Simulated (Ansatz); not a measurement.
Structure relaxation of SbS

These are results of DFT r2SCAN, scalar-relativistic, plane waves, PAW in Ansatz 0.2.0, not measurements. Cutoff 500 eV, Γ-centred k mesh, Gaussian smearing, no spin polarisation in the final step.

The start puts SbS on the CuPt (L1_1) structure type (R-3m, No. 166), with Sb in place of Cu, S in place of Pt, at a guessed volume.

```
CELL_PARAMETERS angstrom
1.91093 1.10327 6.08666
-1.91093 1.10327 6.08666
0.00000 -2.20655 6.08666
ATOMIC_POSITIONS crystal
Sb 0.00000 0.00000 0.00000
S 0.50000 0.50000 0.50000
```

Steps on the 6×6×6 mesh (2 atoms). 11 of 11 steps are shown, and the free energy counts from the last. Trial steps that were taken back and renewals of the plane-wave basis can be among the rows.

```
step  ΔF (meV/atom) V (Å³/atom) P (GPa)
   1         1566.0        38.50   -10.98
   2         1252.4        34.23   -11.57
   3          979.1        30.79   -11.47
   4          737.4        27.97   -10.49
   5          511.4        25.85    -8.88
   6          299.7        24.13    -6.18
   7          119.6        22.89    -2.81
   8           15.3        22.25     0.53
   9            0.2        22.49     0.85
  10           -0.6        22.65     0.22
  11            0.0        22.65     0.21
```

A final relaxation ran on a 18×18×18 mesh. The relaxed crystal, R-3m (No. 166):

```
Sb S
1.0
     1.84631    1.06597    3.86508
    -1.84631    1.06597    3.86508
     0.00000   -2.13193    3.86508
Sb S
1 1
Direct
  0.00000 0.00000 0.00000
  0.50000 0.50000 0.50000
```

```json
{
  "Volume per atom": "22.82 Å³",
  "Density": "5.60 g/cm³",
  "Energy over the elements": "0.08 eV/atom",
  "Gap on the 18×18×18 mesh": "0 eV (a metal)"
}
```

Energies over the elements count from the elements' standard structures at the same level, with no empirical corrections.

The final run used a 18×18×18 mesh on its 2-atom cell and 0.10 eV smearing. For metals, differences of a few meV/atom aren't resolved. Spin–orbit coupling is left out.

Symmetry constrained the relaxation, so the result can be a saddle point.

Cost: 3 runs of about 5.4 core-minutes in all, on Arm Neoverse V1 (shared hosts).